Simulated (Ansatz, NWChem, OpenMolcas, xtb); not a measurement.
A small benchmark: dipole moment

6 molecules; the dipole moment in D, computed less measured. Shapes, held fixed at every level: PBE0-D4/def2-TZVP. No vibrational averaging. Dipoles are compared by magnitude; molecules under 1 D, whose direction can flip, are left out. Programs: Ansatz 0.2.0, NWChem 7.3.0, OpenMolcas 26.06, xtb 6.7.1. A level may come from different programs for different species; with the same settings they agree closely. Measured values: NIST CCCBDB.

Levels: A = GFN2-xTB; B = HF/aug-cc-pVDZ; C = SVWN5/aug-cc-pVDZ; D = BLYP/aug-cc-pVDZ.

```tsv
molecule	measured	A	B	C	D
C2H2O (ethenone)	1.42	+0.47	+0.35	+0.04	-0.04
CH2F2 (difluoromethane)	1.97	+0.53	+0.21	-0.14	-0.16
SiH3Cl (SMILES [SiH3]Cl)	1.31	+0.36	+0.24	+0.05	-0.01
C2H2F2 (vinylidene fluoride)	1.38	+0.75	+0.12	-0.23	-0.26
C2H5F (SMILES CCF)	1.96	+0.45	+0.16	-0.08	-0.11
C2H5N (N-methylmethanimine)	1.53	0.00	+0.21	-0.08	-0.11
```

(1) Sum up the errors.

Answers

(1) 
```csv
level,kind,mean error,mean absolute error,worst case
GFN2-xTB,semi-empirical,+0.427,0.427,C2H2F2
HF/aug-cc-pVDZ,Hartree–Fock,+0.215,0.215,C2H2O
SVWN5/aug-cc-pVDZ,LDA,-0.073,0.103,C2H2F2
BLYP/aug-cc-pVDZ,GGA,-0.115,0.115,C2H2F2
```

On this set SVWN5/aug-cc-pVDZ has the smallest mean absolute error and GFN2-xTB the largest. GFN2-xTB is too high in 5 of 6; HF/aug-cc-pVDZ is too high in 6 of 6; SVWN5/aug-cc-pVDZ is too low in 4 of 6; BLYP/aug-cc-pVDZ is too low in 6 of 6. The smallest two are near a tie. The set is small.
